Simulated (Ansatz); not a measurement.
# Molecular dynamics of C₂H₆Al, charge +1

input.yaml

```yaml
crystal:
  periodic: [false, false, false]
  atoms:
    - { symbol: C, position_ang: [-0.731932, 1.248039, -1.189981] }
    - { symbol: Al, position_ang: [-0.091662, -0.018697, -0.022036] }
    - { symbol: C, position_ang: [1.009733, -1.235921, 0.955693] }
    - { symbol: H, position_ang: [-1.757169, 1.26302, -1.54714] }
    - { symbol: H, position_ang: [-0.036224, 1.243703, -2.092428] }
    - { symbol: H, position_ang: [-0.547644, 2.289935, -0.809337] }
    - { symbol: H, position_ang: [0.634185, -2.22825, 0.779182] }
    - { symbol: H, position_ang: [0.937107, -0.895467, 2.015122] }
    - { symbol: H, position_ang: [2.011943, -1.14066, 0.598913] }
total_charge: 1
basis:
  gaussian: { orbitals: "6-31G*" }
hamiltonian:
  xc: revpbe
md:
  timestep: 1.0
  n_steps: 100
  ensemble: nvt_nose_hoover
  temperature: 700.0
  initial_velocities: maxwell_boltzmann
  seed: 205282
scf:
  lower_state_search: "off"
```

Launched with:

```bash
$ ansatz run input.yaml --threads 1 --pin off --max-ram 2048MiB --backend cpu --events-out ev --progress --plain --runs-dir out
```

It goes on from the last frame of an earlier run, with new velocities.

Output, in part (one step line in 2, the closing report, with atoms numbered from 0):

```
md step     0: t =     0.00 fs  T =   700.0 K  F+E_penalty+E_count = -8759.00447322 eV  E_kin = 0.633374 eV  conserved = -8758.37109923 eV  (16 SCF iters)
md step     2: t =     2.00 fs  T =   573.7 K  F+E_penalty+E_count = -8758.88209319 eV  E_kin = 0.519098 eV  conserved = -8758.36299593 eV  (19 SCF iters)
md step     4: t =     4.00 fs  T =   522.8 K  F+E_penalty+E_count = -8758.83692840 eV  E_kin = 0.473075 eV  conserved = -8758.36391591 eV  (19 SCF iters)
md step     6: t =     6.00 fs  T =   595.7 K  F+E_penalty+E_count = -8758.90643752 eV  E_kin = 0.539025 eV  conserved = -8758.36764703 eV  (19 SCF iters)
md step     8: t =     8.00 fs  T =   477.2 K  F+E_penalty+E_count = -8758.79066853 eV  E_kin = 0.431808 eV  conserved = -8758.35931734 eV  (19 SCF iters)
md step    10: t =    10.00 fs  T =   603.7 K  F+E_penalty+E_count = -8758.90952886 eV  E_kin = 0.546247 eV  conserved = -8758.36406847 eV  (19 SCF iters)
md step    12: t =    12.00 fs  T =   639.6 K  F+E_penalty+E_count = -8758.95221566 eV  E_kin = 0.578739 eV  conserved = -8758.37474597 eV  (19 SCF iters)
md step    14: t =    14.00 fs  T =   370.9 K  F+E_penalty+E_count = -8758.68801657 eV  E_kin = 0.335589 eV  conserved = -8758.35409884 eV  (19 SCF iters)
md step    16: t =    16.00 fs  T =   478.3 K  F+E_penalty+E_count = -8758.80256261 eV  E_kin = 0.432735 eV  conserved = -8758.37198791 eV  (19 SCF iters)
md step    18: t =    18.00 fs  T =   332.4 K  F+E_penalty+E_count = -8758.65739864 eV  E_kin = 0.300790 eV  conserved = -8758.35934073 eV  (19 SCF iters)
md step    20: t =    20.00 fs  T =   406.6 K  F+E_penalty+E_count = -8758.72429938 eV  E_kin = 0.367929 eV  conserved = -8758.35971131 eV  (19 SCF iters)
md step    22: t =    22.00 fs  T =   680.4 K  F+E_penalty+E_count = -8758.98496371 eV  E_kin = 0.615599 eV  conserved = -8758.37384021 eV  (19 SCF iters)
md step    24: t =    24.00 fs  T =   569.5 K  F+E_penalty+E_count = -8758.86671801 eV  E_kin = 0.515310 eV  conserved = -8758.35725191 eV  (19 SCF iters)
md step    26: t =    26.00 fs  T =   664.1 K  F+E_penalty+E_count = -8758.96580108 eV  E_kin = 0.600918 eV  conserved = -8758.37206547 eV  (19 SCF iters)
md step    28: t =    28.00 fs  T =   545.8 K  F+E_penalty+E_count = -8758.84866859 eV  E_kin = 0.493818 eV  conserved = -8758.36349671 eV  (18 SCF iters)
md step    30: t =    30.00 fs  T =   393.5 K  F+E_penalty+E_count = -8758.70378649 eV  E_kin = 0.356086 eV  conserved = -8758.35746254 eV  (19 SCF iters)
md step    32: t =    32.00 fs  T =   570.9 K  F+E_penalty+E_count = -8758.87214459 eV  E_kin = 0.516572 eV  conserved = -8758.36664916 eV  (19 SCF iters)
md step    34: t =    34.00 fs  T =   564.7 K  F+E_penalty+E_count = -8758.86618687 eV  E_kin = 0.510926 eV  conserved = -8758.36811134 eV  (19 SCF iters)
md step    36: t =    36.00 fs  T =   479.9 K  F+E_penalty+E_count = -8758.77944835 eV  E_kin = 0.434204 eV  conserved = -8758.35963304 eV  (19 SCF iters)
md step    38: t =    38.00 fs  T =   584.6 K  F+E_penalty+E_count = -8758.88352987 eV  E_kin = 0.528940 eV  conserved = -8758.37084064 eV  (19 SCF iters)
md step    40: t =    40.00 fs  T =   372.1 K  F+E_penalty+E_count = -8758.67752281 eV  E_kin = 0.336698 eV  conserved = -8758.35877598 eV  (19 SCF iters)
md step    42: t =    42.00 fs  T =   376.2 K  F+E_penalty+E_count = -8758.68015578 eV  E_kin = 0.340415 eV  conserved = -8758.35905596 eV  (19 SCF iters)
md step    44: t =    44.00 fs  T =   598.3 K  F+E_penalty+E_count = -8758.89004610 eV  E_kin = 0.541380 eV  conserved = -8758.37005368 eV  (19 SCF iters)
md step    46: t =    46.00 fs  T =   552.3 K  F+E_penalty+E_count = -8758.83430427 eV  E_kin = 0.499719 eV  conserved = -8758.35858522 eV  (19 SCF iters)
md step    48: t =    48.00 fs  T =   714.2 K  F+E_penalty+E_count = -8758.98932464 eV  E_kin = 0.646231 eV  conserved = -8758.36986707 eV  (19 SCF iters)
md step    50: t =    50.00 fs  T =   708.9 K  F+E_penalty+E_count = -8758.97809303 eV  E_kin = 0.641463 eV  conserved = -8758.36685245 eV  (19 SCF iters)
md step    52: t =    52.00 fs  T =   482.0 K  F+E_penalty+E_count = -8758.76116655 eV  E_kin = 0.436126 eV  conserved = -8758.35799804 eV  (19 SCF iters)
md step    54: t =    54.00 fs  T =   562.0 K  F+E_penalty+E_count = -8758.83587425 eV  E_kin = 0.508547 eV  conserved = -8758.36274958 eV  (19 SCF iters)
md step    56: t =    56.00 fs  T =   641.0 K  F+E_penalty+E_count = -8758.91204516 eV  E_kin = 0.580009 eV  conserved = -8758.37065848 eV  (18 SCF iters)
md step    58: t =    58.00 fs  T =   555.1 K  F+E_penalty+E_count = -8758.81689875 eV  E_kin = 0.502302 eV  conserved = -8758.35624114 eV  (19 SCF iters)
md step    60: t =    60.00 fs  T =   699.8 K  F+E_penalty+E_count = -8758.96082665 eV  E_kin = 0.633214 eV  conserved = -8758.37275860 eV  (18 SCF iters)
md step    62: t =    62.00 fs  T =   464.9 K  F+E_penalty+E_count = -8758.73144611 eV  E_kin = 0.420642 eV  conserved = -8758.35922452 eV  (19 SCF iters)
md step    64: t =    64.00 fs  T =   403.0 K  F+E_penalty+E_count = -8758.67275269 eV  E_kin = 0.364620 eV  conserved = -8758.35893845 eV  (19 SCF iters)
md step    66: t =    66.00 fs  T =   529.4 K  F+E_penalty+E_count = -8758.79760374 eV  E_kin = 0.479046 eV  conserved = -8758.37229968 eV  (19 SCF iters)
md step    68: t =    68.00 fs  T =   358.7 K  F+E_penalty+E_count = -8758.62043485 eV  E_kin = 0.324517 eV  conserved = -8758.35256834 eV  (19 SCF iters)
md step    70: t =    70.00 fs  T =   605.3 K  F+E_penalty+E_count = -8758.86233456 eV  E_kin = 0.547705 eV  conserved = -8758.37441787 eV  (19 SCF iters)
md step    72: t =    72.00 fs  T =   558.1 K  F+E_penalty+E_count = -8758.80422663 eV  E_kin = 0.505009 eV  conserved = -8758.36337929 eV  (19 SCF iters)
md step    74: t =    74.00 fs  T =   434.3 K  F+E_penalty+E_count = -8758.68239310 eV  E_kin = 0.392942 eV  conserved = -8758.35708295 eV  (19 SCF iters)
md step    76: t =    76.00 fs  T =   625.6 K  F+E_penalty+E_count = -8758.86304329 eV  E_kin = 0.566027 eV  conserved = -8758.36865802 eV  (19 SCF iters)
md step    78: t =    78.00 fs  T =   529.2 K  F+E_penalty+E_count = -8758.76580142 eV  E_kin = 0.478788 eV  conserved = -8758.36347334 eV  (19 SCF iters)
md step    80: t =    80.00 fs  T =   575.0 K  F+E_penalty+E_count = -8758.80217039 eV  E_kin = 0.520280 eV  conserved = -8758.36242577 eV  (18 SCF iters)
md step    82: t =    82.00 fs  T =   757.2 K  F+E_penalty+E_count = -8758.96908055 eV  E_kin = 0.685090 eV  conserved = -8758.37045262 eV  (19 SCF iters)
md step    84: t =    84.00 fs  T =   548.1 K  F+E_penalty+E_count = -8758.76044378 eV  E_kin = 0.495950 eV  conserved = -8758.35644367 eV  (19 SCF iters)
md step    86: t =    86.00 fs  T =   609.2 K  F+E_penalty+E_count = -8758.81700388 eV  E_kin = 0.551258 eV  conserved = -8758.36259763 eV  (19 SCF iters)
md step    88: t =    88.00 fs  T =   612.6 K  F+E_penalty+E_count = -8758.82269575 eV  E_kin = 0.554253 eV  conserved = -8758.37099165 eV  (19 SCF iters)
md step    90: t =    90.00 fs  T =   333.3 K  F+E_penalty+E_count = -8758.54443898 eV  E_kin = 0.301615 eV  conserved = -8758.34960695 eV  (19 SCF iters)
md step    92: t =    92.00 fs  T =   541.8 K  F+E_penalty+E_count = -8758.75180893 eV  E_kin = 0.490261 eV  conserved = -8758.37242356 eV  (19 SCF iters)
md step    94: t =    94.00 fs  T =   457.0 K  F+E_penalty+E_count = -8758.65800710 eV  E_kin = 0.413497 eV  conserved = -8758.36063375 eV  (19 SCF iters)
md step    96: t =    96.00 fs  T =   362.1 K  F+E_penalty+E_count = -8758.56463013 eV  E_kin = 0.327662 eV  conserved = -8758.35715335 eV  (19 SCF iters)
md step    98: t =    98.00 fs  T =   513.0 K  F+E_penalty+E_count = -8758.70451807 eV  E_kin = 0.464150 eV  conserved = -8758.36524343 eV  (19 SCF iters)
md step   100: t =   100.00 fs  T =   437.0 K  F+E_penalty+E_count = -8758.63115885 eV  E_kin = 0.395441 eV  conserved = -8758.36628352 eV  (19 SCF iters)
Total energy: -8758.63120167 eV, -321.8737598479 hartree
Atom 0 at    -1.038959     1.296457    -1.173195 Å, force    -0.821524    -0.780273     3.262310 eV/Å
Atom 1 at     0.221396     0.070740    -0.146295 Å, force     0.252381    -0.229374     0.229403 eV/Å
Atom 2 at     0.827050    -1.391589     1.116407 Å, force    -0.736028    -0.232416    -2.209082 eV/Å
Atom 3 at    -1.988456     0.643978    -1.181079 Å, force     0.968390     1.144124    -0.451676 eV/Å
Atom 4 at    -0.498560     1.413981    -2.061325 Å, force     0.430037     0.248721    -2.243781 eV/Å
Atom 5 at    -1.159968     2.304037    -0.651594 Å, force    -0.090718    -1.123167    -0.463350 eV/Å
Atom 6 at     0.121994    -2.200629     0.780872 Å, force     0.208323     0.234946     0.376841 eV/Å
Atom 7 at     0.420161    -0.889006     1.960011 Å, force    -0.458746     0.246239     1.747163 eV/Å
Atom 8 at     1.802516    -1.856120     1.308486 Å, force     0.247885     0.491200    -0.247827 eV/Å
Dipole moment:     0.083541     0.049428    -0.044900 e Å
```

All steps were run. The conserved energy stayed within 2.4 meV per atom of its start (net change 0.54 meV per atom), so the integration is sound. The mean temperature of the second half is 24 % below the set value. A run of 0.1 ps of so small a system gives no equilibrium averages. Limits of this set-up: the dipole of an ion depends on the origin.

The same pairs are bonded in the first frame and the last. Pairs count as bonded within 1.25 times the sum of covalent radii (0.12 Å more for H–H).

Last frame:

```xyz
9
Properties=species:S:1:pos:R:3
C -1.039 1.296 -1.173
Al 0.221 0.071 -0.146
C 0.827 -1.392 1.116
H -1.988 0.644 -1.181
H -0.499 1.414 -2.061
H -1.160 2.304 -0.652
H 0.122 -2.201 0.781
H 0.420 -0.889 1.960
H 1.802 -1.856 1.308
```

Run time: 2.3 min on 1 thread of AMD EPYC 7R43 64-Core Processor (Zen 3) (shared host), peak memory 0.1 GiB.
